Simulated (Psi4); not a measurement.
**SiNH4O (SMILES [O]N[SiH3]): UDSD-PBEP86/def2-SVPD (density fitting for correlation)**

What is the vertical ionisation energy of SiNH4O at UDSD-PBEP86/def2-SVPD (density fitting for correlation)? 

The results are computed with Psi4 1.11.

**1. The structure to begin with**

SiNH4O: 7 atoms, total charge 0, spin state doublet. As SMILES, `[O]N[SiH3]`. The coordinates come from a GFN2-xTB relaxation.

Bond lengths: O1–N2 1.283 Å, N2–Si3 1.756 Å, N2–H4 1.022 Å, Si3–H5 1.462 Å, Si3–H6 1.460 Å, Si3–H7 1.460 Å. Angles: O1–N2–Si3 120.5°, O1–N2–H4 114.4°, Si3–N2–H4 125.1°, N2–Si3–H5 101.4°, N2–Si3–H6 107.6°, N2–Si3–H7 107.6°, H5–Si3–H6 113.9°, H5–Si3–H7 113.9°, H6–Si3–H7 111.5°.

**2. A single-point energy at UDSD-PBEP86/def2-SVPD (density fitting for correlation)**

File job.inp:

```
memory 1600 MB

molecule {
  0 2
  O     -0.60386198    -3.17730992     1.82163929
  N     -0.88102811    -1.66014330    -0.04841478
  Si     0.63311494     1.29329077    -0.05771224
  H     -2.02261167    -2.32838825    -1.45663869
  H     -0.19182610     2.32432534    -2.48395050
  H     -0.28345892     2.70907358     2.12609307
  H      3.34965294     0.83915178     0.09896496
  units bohr
  symmetry c1
  no_reorient
  no_com
}

set globals {
  basis                def2-SVPD
  reference            uks
  puream               true
  e_convergence        1e-09
  d_convergence        1e-08
  scf_type             pk
  dft_radial_points    99
  dft_spherical_points 590
  num_frozen_docc      7
  maxiter              200
}

energy('dsd-pbep86')
```

Launch:

```
$ psi4 -n 1 job.inp job.out
```

job.out:

```text
[...]
  Running in c1 symmetry.
[...]
  Nuclear repulsion =  108.348355582710155
[...]
  Multiplicity = 2
[...]
  Nalpha       = 17
  Nbeta        = 16
[...]
    Number of basis functions: 99
[...]
   @UKS iter   1:  -420.75119068796556   -5.49216e-01   3.74477e-03 DIIS/ADIIS
[...]
   @UKS iter  14:  -420.83516926748706   -1.07434e-11   7.08741e-09 DIIS
[...]
   @S^2 Observed:                7.622356806E-01
[...]
    Orbital Energies [Eh]
    ---------------------
    Alpha Occupied:
       1A    -67.859390     2A    -20.108955     3A    -15.207579
       4A     -5.864561     5A     -4.059469     6A     -4.058340
       7A     -4.057902     8A     -1.334839     9A     -0.952892
      10A     -0.719712    11A     -0.635624    12A     -0.616165
      13A     -0.569053    14A     -0.467322    15A     -0.467286
      16A     -0.407079    17A     -0.349813
    Alpha Virtual:
      18A      0.057719    19A      0.064368    20A      0.105974
      21A      0.108658    22A      0.119342    23A      0.141681
      24A      0.167456    25A      0.171604    26A      0.183075
[...]
  @UKS Final Energy:  -420.83516926748706
   => Energetics <=
    Nuclear Repulsion Energy =            108.3483555827101554
    One-Electron Energy =                -795.9783659467369716
    Two-Electron Energy =                 277.5522118045257116
    DFT Exchange-Correlation Energy =     -10.7573707079859400
    Empirical Dispersion Energy =           0.0000000000000000
    VV10 Nonlocal Energy =                  0.0000000000000000
    Total Energy =                       -420.8351692674870606
[...]
 Multipole Moments:
 ------------------------------------------------------------------------------------
     Multipole            Electronic (a.u.)      Nuclear  (a.u.)        Total (a.u.)
 ------------------------------------------------------------------------------------
 L = 1.  Multiply by 2.5417464519 to convert [e a0] to [Debye]
 Dipole X            :          1.2008372           -1.2827272           -0.0818900
 Dipole Y            :         16.1214235          -15.3892492            0.7321743
 Dipole Z            :        -12.5221373           11.7107083           -0.8114290
 Magnitude           :                                                    1.0959937
[...]
```

It took 38 s on 1 thread of Intel Xeon Platinum 8259CL at 2.50GHz (Skylake/Cascade Lake), shared host; peak memory 0.76 GiB.

**3. The singlet cation, same level**

File job.json:

```json
{
 "schema_name": "qcschema_input",
 "schema_version": 1,
 "molecule": {
  "schema_name": "qcschema_molecule",
  "schema_version": 2,
  "symbols": ["O", "N", "Si", "H", "H", "H", "H"],
  "geometry": [-0.60386198, -3.17730992, 1.82163929, -0.88102811, -1.6601433, -0.04841478, 0.63311494, 1.29329077, -0.05771224, -2.02261167, -2.32838825, -1.45663869, -0.1918261, 2.32432534, -2.4839505, -0.28345892, 2.70907358, 2.12609307, 3.34965294, 0.83915178, 0.09896496],
  "molecular_charge": 1,
  "molecular_multiplicity": 1,
  "fix_symmetry": "c1"
 },
 "driver": "energy",
 "model": {
  "method": "dsd-pbep86",
  "basis": "def2-SVPD"
 },
 "keywords": {
  "puream": true,
  "e_convergence": 1e-09,
  "d_convergence": 1e-08,
  "scf_type": "pk",
  "dft_radial_points": 99,
  "dft_spherical_points": 590,
  "num_frozen_docc": 7
 }
}
```

Launch:

```
$ psi4 --qcschema job.json -n 1 --memory 1600MB
```

stdout:

```text
[...]
  Running in c1 symmetry.
[...]
  Nuclear repulsion =  108.348355582710155
[...]
  Multiplicity = 1
[...]
  Nalpha       = 16
  Nbeta        = 16
[...]
    Number of basis functions: 99
[...]
   @RKS iter   1:  -420.41909175082458   -2.17117e-01   3.40703e-03 ADIIS/DIIS
[...]
   @RKS iter  11:  -420.48751058056433   -4.59863e-11   8.89957e-09 DIIS
[...]
    Orbital Energies [Eh]
    ---------------------
    Doubly Occupied:
       1A    -68.080895     2A    -20.487220     3A    -15.596776
       4A     -6.089572     5A     -4.285884     6A     -4.281702
       7A     -4.281688     8A     -1.661728     9A     -1.260135
      10A     -1.028905    11A     -0.949385    12A     -0.842615
      13A     -0.825948    14A     -0.729951    15A     -0.671736
      16A     -0.664842
[...]
  @RKS Final Energy:  -420.48751058056433
   => Energetics <=
    Nuclear Repulsion Energy =            108.3483555827101554
    One-Electron Energy =                -786.6171126693583346
    Two-Electron Energy =                 268.4192934469731426
    DFT Exchange-Correlation Energy =     -10.6380469408892893
    Empirical Dispersion Energy =           0.0000000000000000
    VV10 Nonlocal Energy =                  0.0000000000000000
    Total Energy =                       -420.4875105805643329
[...]
 Multipole Moments:
 ------------------------------------------------------------------------------------
     Multipole            Electronic (a.u.)      Nuclear  (a.u.)        Total (a.u.)
 ------------------------------------------------------------------------------------
 L = 1.  Multiply by 2.5417464519 to convert [e a0] to [Debye]
 Dipole X            :         -0.9604235            0.5399628           -0.4204607
 Dipole Y            :         -2.8245240            2.8726710            0.0481470
 Dipole Z            :          0.8701437           -1.6558487           -0.7857050
 Magnitude           :                                                    0.8924336
[...]
```

The result, in JSON:

```text
{
 "driver": "energy",
 "model": {
  "method": "dsd-pbep86",
  "basis": "def2-SVPD"
 },
 "success": true,
 "return_result": -420.7477848090903,
 "properties": {
  "calcinfo_nbasis": 99,
  "calcinfo_nmo": 99,
  "calcinfo_nalpha": 16,
  "calcinfo_nbeta": 16,
  "calcinfo_natom": 7,
  "nuclear_repulsion_energy": 108.34835558271016,
  "return_energy": -420.7477848090903,
  "scf_one_electron_energy": -786.6171126693583,
  "scf_two_electron_energy": 268.41929344697314,
  "scf_xc_energy": -10.63804694088929,
  "scf_dipole_moment": [-0.42046066334172183, 0.04814696751856795, -0.7857050425928245],
  "scf_total_energy": -420.48751058056433,
  "scf_iterations": 11
 }
}
```

Wall time 23 s (1 thread of Intel Xeon Platinum 8259CL at 2.50GHz (Skylake/Cascade Lake), shared host); peak memory 0.75 GiB.

**4. Results**

At UDSD-PBEP86/def2-SVPD (density fitting for correlation), 7 core orbitals frozen:

| quantity | value |
| --- | --- |
| doublet SiNH4O: total energy | -421.07677 Eh |
| doublet SiNH4O: HOMO energy (SCF part's orbitals) (highest over α and β) | -9.52 eV |
| doublet SiNH4O: LUMO energy (SCF part's orbitals) (lowest over α and β) | 1.00 eV |
| doublet SiNH4O: ⟨S²⟩ | 0.762 |
| singlet cation: total energy | -420.74778 Eh |
| singlet cation: HOMO energy (SCF part's orbitals) | -18.09 eV |
| singlet cation: LUMO energy (SCF part's orbitals) | -9.20 eV |
| singlet cation: HOMO–LUMO gap (SCF part's orbitals) | 8.89 eV |
| vertical ionisation energy (to the singlet cation) | 8.952 eV |

In words: The vertical ionisation energy comes to 8.95 eV (206 kcal/mol). Only the singlet of the ionised species was computed; a triplet could lie lower.
